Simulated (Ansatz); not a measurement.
We consider black phosphorus, described by r²SCAN+rVV10 in Ansatz (plane waves, PAW).

Numerical settings: plane-wave cutoff 500 eV, 10×10×8 k mesh (along the axes of the cell as run), gaussian smearing 0.02 eV, scalar-relativistic PAW data made under PBE.

Cell (relaxed at this level):

```cif
data_P8
_chemical_formula_sum 'P8'
_space_group_name_H-M_alt 'Cmce'
_space_group_IT_number 64
_space_group_name_Hall '-C 2ac 2'
_cell_length_a 3.30213
_cell_length_b 10.69132
_cell_length_c 4.46568
_cell_angle_alpha 90.000
_cell_angle_beta 90.000
_cell_angle_gamma 90.000
loop_
_atom_site_label
_atom_site_type_symbol
_atom_site_symmetry_multiplicity
_atom_site_Wyckoff_symbol
_atom_site_fract_x
_atom_site_fract_y
_atom_site_fract_z
_atom_site_occupancy
P1 P 8 f 0.00000 0.09909 0.08506 1
```
(The calculation used a cell of 4 atoms; values per cell refer to that cell.)

Task: What does this level give for the band gap?

Result: 
* **band gap**: 0.03 eV (under three smearing widths, so not firm)

Measured, for comparison: band gap 0.35 eV (temperature not stated, not corrected to a static lattice; as tabulated in Das et al. (2018), arXiv:1807.05623). Computed (rounded) less measured: band gap -0.32 eV.

The result took around 4 core-minutes (rough).

Ansatz is a first-principles code.
